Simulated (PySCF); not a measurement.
## Spin–spin coupling constants

Bonds (- single, = double, # triple, : aromatic): O1-C2, C2-C3, C3-C4, C4-C5, C5-C6, C6-C2. O1 carries H7; C2 carries H8; C3 carries H9, H10; C4 carries H11, H12; C5 carries H13, H14; C6 carries H15, H16. H9, H11, H13, H15 are cis to O1 on the ring; H10, H12, H14, H16 are trans to O1 on the ring.

Indirect spin–spin couplings were computed at B3LYP/pcJ-1 (without the spin–dipole term) (PySCF) on a PBE0-D3(BJ)/def2-SVP structure, for the isolated molecule, without vibrational or relativistic corrections. Couplings are averaged over pairs made equivalent by symmetry, fast rotation or ring inversion, so a value needn't be that of the named pair in this geometry, while other rotamers aren't included; one pair stands for each set, and the list holds a selection of those of at least 1.5 Hz over up to four bonds, among pairs with at least one C or H atom (others weren't computed).

Isotopes: ¹³C, ¹H, ¹⁷O. Couplings to quadrupolar nuclei such as 17O and 33S are rarely resolved in practice.

| pair | bonds | J (Hz) |
| --- | --- | --- |
| O1, C2 | 1 | 19.9 |
| O1, H7 | 1 | -71.0 |
| C2, C3 | 1 | 36.8 |
| C2, H8 | 1 | 150.5 |
| C3, C4 | 1 | 35.1 |
| C3, H9 | 1 | ? |
| C3, H10 | 1 | 130.3 |
| C4, C5 | 1 | 34.1 |
| C4, H11 | 1 | 136.8 |
| C4, H12 | 1 | ? |
| O1, H8 | 2 | -3.7 |
| C2, H7 | 2 | -2.4 |
| C3, H8 | 2 | 3.1 |
| C3, H11 | 2 | ? |
| C3, H12 | 2 | ? |
| C4, H14 | 2 | ? |
| O1, H9 | 3 | -3.0 |
| C3, H13 | 3 | 2.0 |
| C3, H14 | 3 | 2.4 |
| C3, H15 | 3 | 7.8 |
| C4, H8 | 3 | ? |
| H9, H11 | 3 | 9.4 |
| H10, H11 | 3 | ? |
| H10, H12 | 3 | ? |
| H11, H13 | 3 | 14.1 |
| H12, H14 | 3 | 11.3 |

Q: Estimate the withheld couplings, with signs.

A: 
- ¹J(C3,H9) = 137.6 Hz (bond length 1.100 Å, sp3 carbon)
- ¹J(C4,H12) = 136.0 Hz (bond length 1.100 Å, sp3 carbon)
- ²J(C3,H11) = -3.8 Hz (angle at C4 110°)
- ²J(C3,H12) = -2.4 Hz (angle at C4 112°)
- ²J(C4,H14) = -1.6 Hz (angle at C5 113°)
- ³J(C4,H8) = 7.2 Hz (dihedral angle 161°)
- ³J(H10,H11) = 12.7 Hz (dihedral angle 147°)
- ³J(H10,H12) = 11.4 Hz (dihedral angle 29°)
